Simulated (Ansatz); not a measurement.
## Si3Mo5 (I4/mcm)

Method: DFT r2SCAN, scalar-relativistic, plane waves, PAW in Ansatz 0.2.0.

Settings: cutoff 500 eV, Γ-centred mesh 8×8×8 on the computed 16-atom cell, Gaussian smearing of 0.10 eV; no spin polarisation.

The structure is relaxed at this level of theory with its symmetry kept. Whether it is the stable form of this composition wasn't checked.

```
Si Mo
1.0
    -4.82061    4.82061    2.44709
     4.82061   -4.82061    2.44709
     4.82061    4.82061   -2.44709
Si Mo
6 10
Cartesian
  0.0000 0.0000 1.2235
  0.0000 0.0000 3.6706
  1.6118 6.4324 0.0000
  3.2088 1.6118 0.0000
  3.2088 -1.6118 2.4471
  1.6118 3.2088 2.4471
  0.0000 4.8206 1.2235
  4.8206 0.0000 1.2235
  0.7410 2.1588 0.0000
  7.4824 0.7410 0.0000
  4.0796 2.6618 2.4471
  -2.6618 4.0796 2.4471
  5.5616 2.6618 0.0000
  2.6618 4.0796 0.0000
  -0.7410 2.1588 2.4471
  2.1588 0.7410 2.4471
```

Task: Formation energy from the elements' standard states (uncorrected)?

Result: -0.399 eV/atom.

Task: Density of states at the Fermi level?

Result: 7.82 states/eV per cell.

Task: Löwdin character within 0.5 eV of the Fermi level?

Result: Mo 4d 89 %.

Task: Bulk modulus?

Result: 254 GPa.

Task: Its pressure derivative?

Result: 4.3.

Cost: 9 runs of about 89 core-minutes in all, on Intel Xeon Processor @ 2.70GHz (shared hosts).